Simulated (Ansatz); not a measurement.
System: α-quartz (SiO2). Method: HSE06 (Ansatz, a quantum-chemistry and plane-wave program, PAW).

Settings: plane-wave cutoff 460 eV, 6×6×4 k mesh (along the axes of the cell as run), Fermi–Dirac smearing 0.01 eV, scalar-relativistic PAW data made under PBE.

The cell has the measured lattice parameters. Conventional cell: a = 4.9134 Å, b = 4.9134 Å, c = 5.4051 Å, α = 90.00°, β = 90.00°, γ = 120.00°.

```xyz
9
Lattice="2.4567 -4.2552 0.0000 2.4567 4.2552 0.0000 0.0000 0.0000 5.4051" Properties=species:S:1:pos:R:3 pbc="T T T"
Si     1.1547     1.9999     1.8017
Si     2.6041     0.0000     0.0000
Si     1.1547    -1.9999     3.6034
O      1.6765     0.6247     1.1598
O      3.5342     1.1395     4.7632
O      2.1595    -2.4910     2.4436
O      3.5342    -1.1395     0.6419
O      1.6765    -0.6247     4.2453
O      2.1595     2.4910     2.9615
```

List the 31 lowest band energies at Γ above −25 eV (eV, relative to the valence band maximum), grouping those that round alike.

At Γ: -21.00, -19.39 (×2), -18.72, -18.69 (×2), -8.63 (×2), -5.67, -5.58, -5.46 (×2), -3.14 (×2), -2.90, -2.61, -1.55 (×2), -1.52, -1.06 (×2), -0.74, -0.33 (×2), 7.85, 11.26 (×2), 11.79 (×2), 13.12, 13.90.

Note: cell and atoms aren't relaxed at this level (largest force 0.12 eV/Å, pressure 2.3 GPa).
